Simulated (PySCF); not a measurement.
CHN, SMILES [NH+]#[C-].

Coordinates come from a r2SCAN-D4/def2-TZVPD optimisation.

Level of theory: r2SCAN-D4/def2-TZVPD run with PySCF.

No scaling factor is applied to the harmonic values.

Modes within 1.5 cm⁻¹ of each other (mostly degenerate sets) share a row, with their intensities summed.

```json
[
 {"mode": "1–2", "ν (cm⁻¹)": "473", "IR (km/mol)": "264.5", "moving atoms (share of kinetic energy)": "H 76 %, N 19 %"},
 {"mode": "3", "ν (cm⁻¹)": "2091", "IR (km/mol)": "71.7", "moving atoms (share of kinetic energy)": "C 55 %, N 38 %"},
 {"mode": "4", "ν (cm⁻¹)": "3784", "IR (km/mol)": "232.7", "moving atoms (share of kinetic energy)": "H 89 %, N 10 %"}
]
```
